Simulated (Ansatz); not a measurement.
Two isomers of C3H5FO2: A = `C=C(O)OCF`, B = `COC1(F)CO1`.

Calculated with Ansatz (gas phase, PBE0-D4/def2-TZVP geometries, no zero-point term in ΔE). CCSD(T)/CBS is the MP2 limit (def2-TZVPP, def2-QZVPP) plus CCSD(T) − MP2 in def2-TZVPP, frozen cores. DFT in def2-TZVPP. B3LYP here is the variant with VWN-RPA as its local correlation; programs differ in this. One conformer a species, not always the lowest.

A:

```xyz
11

C     0.191   -1.298    0.710
C     0.405   -0.646   -0.431
O     1.026   -1.200   -1.481
O     0.051    0.626   -0.717
C    -0.603    1.343    0.285
F    -0.840    2.571   -0.227
H    -0.312   -0.840    1.546
H     0.532   -2.318    0.800
H     1.069   -0.544   -2.185
H    -1.558    0.867    0.533
H     0.040    1.439    1.167
```

B:

```xyz
11

C     1.6671    0.4683   -0.2590
O     0.3388    0.8477    0.0884
C    -0.4627   -0.1894    0.3838
F    -0.0881   -0.8063    1.5313
C    -1.8481   -0.2230   -0.0151
O    -0.8252   -1.0671   -0.6111
H     2.1826    1.3861   -0.5329
H     2.1744    0.0021    0.5886
H     1.6586   -0.2171   -1.1106
H    -2.2340    0.5533   -0.6679
H    -2.5634   -0.7546    0.6044
```

(1) Which is lower in electronic energy at CCSD(T)/CBS, and by how much? (Best estimate.)

(2) Give E(B) − E(A) in kcal/mol with B2PLYP, B3LYP, MP2/def2-TZVPP, PBE0-D4, PBE-D4, CCSD/def2-TZVPP, r2SCAN-D4. (An estimate is asked.)

Largest T1 diagnostic: 0.012.

Answers

(1) Computed: A, by 13.2 kcal/mol.

(2) The calculation gave: B2PLYP 13.6, B3LYP 14.3, MP2/def2-TZVPP 11.9, PBE0-D4 11.3, PBE-D4 11.5, CCSD/def2-TZVPP 12.3, r2SCAN-D4 12.0. None reverses the order clearly.

In def2-TZVPP, CCSD(T) changes the Hartree–Fock value by −2.7 kcal/mol (the triples alone add −0.1 kcal/mol) and MP2 by −3.0 kcal/mol.
